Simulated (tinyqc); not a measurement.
Worked calculation: UHF in the sto-3g basis, for LiH, spin multiplicity 3. This run ends on a higher stationary point, not on the lowest solution. Computed by tinyqc, a small Python program that keeps every step (integrals from PySCF). Settings: charge = 0, multiplicity = 3, basis = sto-3g, energy threshold = 1e-10, iteration cap = 80, orthogonalisation = symmetric, start = highest core orbitals, DIIS depth = 0, method = UHF. Command: `OMP_NUM_THREADS=1 python tinyqc.py 30225 30226 out.jsonl` (the two numbers bound the seeds that draw the settings). One thread of a shared host (Intel(R) Xeon(R) Processor @ 2.60GHz), about 0.1 s of CPU time with the checks.

Geometry (angstrom):
```
atom         x         y         z
Li    0.000000  0.000000  0.000000
H     0.000000  0.000000  1.455000
```

Stop when the energy changes by less than 1e-10 hartree and every element of the error matrix X^T (F D S - S D F) X (for each spin) is below 3e-06.

Course of the cycle:
```
iteration  E (hartree)     change  largest element of the error matrix
1          -1.40346342          -                             7.38e-02
2          -7.31717303  -5.91e+00                             1.10e-01
3          -7.68461375  -3.67e-01                             7.75e-02
4          -7.70691301  -2.23e-02                             2.98e-02
5          -7.70954304  -2.63e-03                             1.12e-02
6          -7.70987463  -3.32e-04                             4.24e-03
7          -7.70991875  -4.41e-05                             1.60e-03
8          -7.70992485  -6.09e-06                             6.09e-04
9          -7.70992571  -8.62e-07                             2.32e-04
10         -7.70992583  -1.24e-07                             8.84e-05
11         -7.70992585  -1.79e-08                             3.37e-05
12         -7.70992585  -2.61e-09                             1.29e-05
13         -7.70992585  -3.81e-10                             4.92e-06
14         -7.70992585  -5.56e-11                             1.88e-06
```

Can the last value be used, and what does the course show?

No, though the log alone does not show it. Converged in 14 iterations. But the solution lies 0.04686 hartree above the reference: it is another stationary point, not the lowest one. Reruns (cap 100 unless said): DIIS 8: converged in 11; damping 0.5: converged in 38 to a higher stationary point; level shift 0.5: converged in 32 to a higher stationary point; atomic densities as start, DIIS 8: converged in 8. PySCF UHF in the same basis, after a stability check = -7.75678193 hartree.
